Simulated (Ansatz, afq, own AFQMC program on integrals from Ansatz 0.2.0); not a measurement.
## Where AFQMC and coupled cluster stand for AlSiH3, singlet

```xyz
5

Si   -1.1719    0.0063    0.0220
Al    1.4166   -0.0076   -0.0266
H    -1.7486    1.3889    0.0076
H    -1.7365   -0.6584    1.2401
H    -1.7815   -0.7021   -1.1488
```

Connectivity, by distances: SiH3–Al.

Basis cc-pVDZ. Only valence electrons are correlated. Ansatz 0.2.0 and our own AFQMC program on the same integrals; the CISD trial comes from CCSD amplitudes, and released means the phaseless constraint is let go. Free AFQMC starts from the CCSD state and is never constrained. Its projection time is finite, and what remains of the start isn't in its error. ± is one standard error of the sampling.

Determinant: UHF, the one that the program's search chose, which needn't be the lowest solution. The geometry is a point of a scan.

No full CI on the walks' own integrals is used here; CCSDT(Q) serves as the reference and is uncertain by about the last step of the cluster series.

Cautions: an unrestricted solution with more broken spin lies lower (28 meV, ⟨S²⟩ 0.25), while this determinant keeps restricted orbitals.

The T1 diagnostic is 0.0153, the weight of the determinant in the CISD state is 0.854 and the ⟨S²⟩ of the determinant is 0.000. The size of the correlated space is 10 electrons in 41 orbitals.

```json
{"level": "MP2", "correlation energy (eV)": "-4.0954"}
{"level": "CCSD", "correlation energy (eV)": "-5.2679"}
{"level": "CCSD(T)", "correlation energy (eV)": "-5.3982"}
```

(1) Estimate where AFQMC with the constraint released lies against CCSD(T) on the same integrals.

(1) 32.6 ± 12.9 meV below CCSD(T).

Reference: CCSDT(Q), correlation energy -5.433 eV. The released energy is read at 2.40 1/Eh (meV from the phaseless value at times in 1/Eh: -14 ± 12 at 0.24, -17 ± 11 at 0.51, -11 ± 9 at 0.99, -5 ± 11 at 1.62, -18 ± 13 at 2.40).

```csv
level,E − E(reference) (meV),share of correlation (%)
CCSD(T),34.9,99.36
CCSDT,6.4,99.88
ph-AFQMC/HF,-70.5 ± 66.2,101.30
ph-AFQMC/CISD,20.4 ± 10.2,99.62
released AFQMC,2.3 ± 12.9,99.96
free AFQMC,-14.4 ± 10.0,100.26
```

Free projections are given only where their last times agree within the noise and don't stop above the reference; a slow remainder of the start can still hide under it. A walk keeps the symmetry of its determinant, which the program's search chose and which needn't be the lowest solution, so a lower state of the same spin and another symmetry isn't excluded. Released energies are given only where the last usable release times agree within the noise; a slower fall can still hide under it.
